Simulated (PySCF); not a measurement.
A spin–spin coupling run with PySCF 2.14.0 with density-fitted response routines (density fitting, non-relativistic, gas phase) on `N#N`, N₂:

```
$ OMP_NUM_THREADS=1 python probes_run.py task.json out

{"job": {"kind": "j", "xc": "B3LYP", "basis": "pcJ-2", "full": true}, "charge": 0, "multiplicity": 1}
N     -0.491549    -0.221416     0.053685
N      0.509079     0.192621    -0.065805
```

Hardware: 1 thread of an Arm Neoverse N1, shared host. The job also computes field gradients.

(1) How large is the calculation?

(2) How long does it take, and how much memory does it need?

(3) And these other runs on the same molecule and hardware: GIAO shielding at B97-2/pcSseg-2; GIAO shielding at KT3/pcSseg-2; GIAO shielding at PBE0/pcSseg-2; GIAO shielding at wB97X-D/pcSseg-2; spin–spin coupling at B97-2/pcJ-2; spin–spin coupling at PBE0/pcJ-2?

Answers

(1) 14 electrons, 102 basis functions and 198 auxiliary functions.

(2) 1.9 s of wall time, with 10 SCF cycles; peak memory 0.31 GiB. Times on a shared host scatter by some tens of per cent.

(3) B97-2/pcSseg-2: 72 functions, 1.2 s; KT3/pcSseg-2: 72 functions, 1.5 s; PBE0/pcSseg-2: 72 functions, 2.2 s; wB97X-D/pcSseg-2: 72 functions, 1.7 s; B97-2/pcJ-2: 102 functions, 1.8 s; PBE0/pcJ-2: 102 functions, 1.8 s.
